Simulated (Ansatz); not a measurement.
Geometry optimisation, Ansatz, RKS PBE-D4/def2-SVP.

Input file:

```yaml
crystal:
  periodic: [false, false, false]
  atoms:
    - { symbol: Si, position_ang: [0.110762, 0.055322, 0.07479] }
    - { symbol: H, position_ang: [0.430083, 0.035488, 1.501376] }
    - { symbol: H, position_ang: [1.564198, 0.100124, -0.042953] }
    - { symbol: "N", position_ang: [-0.698261, 1.392194, -0.676984] }
    - { symbol: H, position_ang: [-1.719942, 1.420658, -0.688994] }
    - { symbol: H, position_ang: [-0.321241, 2.340274, -0.617507] }
    - { symbol: H, position_ang: [-0.5424, -1.21456, -0.381128] }
basis:
  gaussian: { orbitals: def2-SVP }
hamiltonian:
  xc: pbe
  dispersion: d4
relax:
  f_tol: 0.03
  max_steps: 50
```

Run as:

```bash
$ ansatz run input.yaml --threads 1 --pin off --max-ram 2048MiB --backend cpu --events-out ev --progress --plain --runs-dir out
```

**Question.** Where does it end, and by what steps?

**Answer.** The run converged. After 6 steps the energy has fallen by 0.442 eV; H2 moved furthest, 0.31 Å.

| step | energy less start (eV) | largest force component (eV/Å) | accepted |
| --- | --- | --- | --- |
| 0 | 0.0000 | 1.437 | yes |
| 1 | -0.3974 | 0.379 | yes |
| 2 | -0.3804 | 0.615 | no |
| 3 | -0.4413 | 0.042 | yes |
| 4 | -0.4420 | 0.098 | yes |
| 5 | -0.4421 | 0.068 | yes |
| 6 | -0.4423 | 0.002 | yes |

```xyz
7
Properties=species:S:1:pos:R:3
Si 0.166 0.067 0.107
H 0.149 0.060 1.623
H 1.609 0.121 -0.315
N -0.669 1.374 -0.699
H -1.688 1.414 -0.607
H -0.283 2.317 -0.597
H -0.461 -1.224 -0.344
```

Whether the end is a true minimum wasn't checked by a vibrational analysis.

Run time: 8.6 s on 1 thread of Arm Neoverse V1, on a shared host, peak memory 0.1 GiB.
